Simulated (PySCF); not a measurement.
Species: C3H6N (doublet state).
SMILES with atom numbers: `[CH3:1][CH2:2][CH:3]=[N:4]` (hydrogens: H5, H6, H7 on C1; H8, H9 on C2; H10 on C3)

The geometry is computed with GFN2-xTB (gas phase). This method treats the open shell by occupation alone, without spin polarisation.

Some entries are withheld. Bonds in one row agree within 0.01 Å.

| coordinate | value |
| --- | --- |
| C1–C2 | 1.522 Å |
| C2–C3 | ? |
| C3=N4 | ? |
| C1–H5, C1–H6, C1–H7 | 1.088 Å |
| C2–H8, C2–H9 | 1.092 Å |
| C3–H10 | 1.101 Å |
| C2–C1–H5 | ? |
| C2–C1–H7 | ? |
| H5–C1–H6 | 108.6° |
| H5–C1–H7 | 108.4° |
| C1–C2–C3 | 111.0° |
| C1–C2–H8 | 110.4° |
| C1–C2–H9 | 110.9° |
| C3–C2–H8 | ? |
| C3–C2–H9 | ? |
| H8–C2–H9 | 108.9° |
| C2–C3–N4 | 127.2° |
| C2–C3–H10 | 111.4° |
| N4–C3–H10 | ? |

Task: Fill in the missing values.

Result: 
- C2–C3 = 1.520 Å, drawn single (ends: carbon bonded to 2 C and 2 H; carbon bonded to C, N and H); 0.03 Å above the sum of covalent radii, 1.49 Å.
- C3=N4 = 1.217 Å, drawn double (ends: carbon bonded to C, N and H; nitrogen bonded to C); 0.22 Å below the sum of covalent radii, 1.44 Å.
- C2–C1–H5 = 111.0°, at the carbon bonded to C and 3 H; the outer atoms are 2.166 Å apart.
- C2–C1–H7 = 109.8°, at the carbon bonded to C and 3 H; the outer atoms are 2.150 Å apart.
- C3–C2–H8 = 107.0°, at the carbon bonded to 2 C and 2 H; the outer atoms are 2.116 Å apart.
- C3–C2–H9 = 108.5°, at the carbon bonded to 2 C and 2 H; the outer atoms are 2.134 Å apart.
- N4–C3–H10 = 121.3°, at the carbon bonded to C, N and H; the outer atoms are 2.022 Å apart.

Radii are Cordero's, carbon taken as 0.76, 0.73 or 0.69 Å for four, three, and two or fewer neighbours.

No frequency check. Torsions: C1–C2–C3–N4 128°.

One conformer stands for the species.
